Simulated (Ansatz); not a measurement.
Consider the formal hydrolysis of a B–S bond: `NBS` + H₂O → `NBO` + H₂S.

Program: Ansatz. Geometries: PBE0-D4/def2-TZVP. ΔE: electronic, gas phase. CBS: MP2 limit from def2 TZ/QZ plus the TZ coupled-cluster correction, frozen cores. This one scheme is used for every species. DFT in def2-TZVPP. HSE06 is defined as in plane-wave codes. Each species was taken in one conformer, which may not be the lowest.

```json
{"level": "HSE06-D4", "ΔE (kJ/mol)": "-45.2", "difference from CCSD(T)/CBS": "1.8"}
{"level": "ωB97M-V", "ΔE (kJ/mol)": "-53.3", "difference from CCSD(T)/CBS": "-6.3"}
{"level": "B2PLYP", "ΔE (kJ/mol)": "-54.4", "difference from CCSD(T)/CBS": "-7.4"}
{"level": "PBE", "ΔE (kJ/mol)": "-45.7", "difference from CCSD(T)/CBS": "1.3"}
{"level": "r2SCAN", "ΔE (kJ/mol)": "-49.8", "difference from CCSD(T)/CBS": "-2.8"}
{"level": "CCSD(T)/def2-SVP", "ΔE (kJ/mol)": "-65.7", "difference from CCSD(T)/CBS": "-18.7"}
{"level": "HF/def2-TZVPP", "ΔE (kJ/mol)": "-66.2", "difference from CCSD(T)/CBS": "-19.2"}
{"level": "SCS-MP2/def2-TZVPP", "ΔE (kJ/mol)": "-51.7", "difference from CCSD(T)/CBS": "-4.7"}
{"level": "CCSD/def2-TZVPP", "ΔE (kJ/mol)": "-53.8", "difference from CCSD(T)/CBS": "-6.8"}
{"level": "CCSD(T)/def2-TZVPP", "ΔE (kJ/mol)": "-50.9", "difference from CCSD(T)/CBS": "-3.9"}
{"level": "CCSD(T)/CBS", "ΔE (kJ/mol)": "-47.0", "difference from CCSD(T)/CBS": "0"}
```

Largest T1 diagnostic among the species: 0.012.

The D4 term adds +4.0 kJ/mol with B3LYP and +2.1 kJ/mol with PBE0; it sums over pairs of atoms, weighted by their polarisabilities, and B3LYP, whose exchange is more repulsive, gets the larger term. At CCSD(T), def2-SVP lies −18.7 kJ/mol from the extrapolated value and def2-TZVPP −3.9 kJ/mol.

B3LYP here is the variant with VWN-RPA as its local correlation; programs differ in this.
